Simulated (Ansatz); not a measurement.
Reaction (SMILES): O=C (CH2-O) → [CH]=O (CH-O) + H atom
B3LYP-D3(BJ)/def2-TZVP geometries, fixed; electronic energies without zero-point terms.

Basis-set convergence of the bond dissociation energy at HF with Ansatz (an electronic-structure program). Cartesian d functions, on some or all atoms, in 6-31G*, 6-31G**; all else is spherical. Open shells are unrestricted. No added dispersion term, no relativity. Functions are those of the species that has most. Reference: the value in aug-pcseg-3, 75.06 kcal/mol, itself unsure by roughly 0.10 kcal/mol (its mean distance from aug-cc-pVQZ, def2-QZVPPD, pcseg-3). Deviations are taken from unrounded values.

```csv
basis,functions,bond dissociation energy (kcal/mol),minus reference (kcal/mol)
pcseg-0,22,75.93,0.87
6-31G*,34,75.49,0.43
cc-pVDZ,38,74.16,-0.90
def2-SVP,38,75.61,0.55
6-31G**,40,76.40,1.34
aug-cc-pVDZ,64,74.60,-0.46
"6-311++G(2d,2p)",74,75.15,0.08
def2-TZVP,74,74.69,-0.37
pcseg-2,88,75.27,0.21
aug-cc-pVTZ,138,75.02,-0.04
aug-pcseg-2,138,75.21,0.15
aug-cc-pVQZ,252,74.92,-0.14
aug-pcseg-3,268,75.06,0.00
```
